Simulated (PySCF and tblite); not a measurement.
Values are calculated unless marked as measured or tabulated.
System: C₅H₈O, numbered as in [CH:1]1=[CH:2][CH2:3][O:4][CH2:5][CH2:6]1.

Geometries: PBE0-D3(BJ)/def2-SVP; energies: PBE0/pcSseg-1 + D3(BJ); zero-point and thermal terms from GFN2-xTB harmonic modes (soft modes blended into free rotors). Rate constants are transition-state-theory values, counting equivalent paths, without tunnelling. Programs: tblite and PySCF.

Q: What barrier does the inversion of the 6-membered ring (1–2–3–4–5–6) meet, and how fast is it at 298 K?

A: The electronic barrier is 6.4 kcal/mol and ΔG‡(298 K) 6.6 kcal/mol, over a C1 saddle (between boat and twist-boat) with an imaginary mode of 88i cm⁻¹ (GFN2-xTB). With 2 equivalent paths, k is 1.9×10⁸ s⁻¹, a mean lifetime of the start of 5.3 ns against this motion.
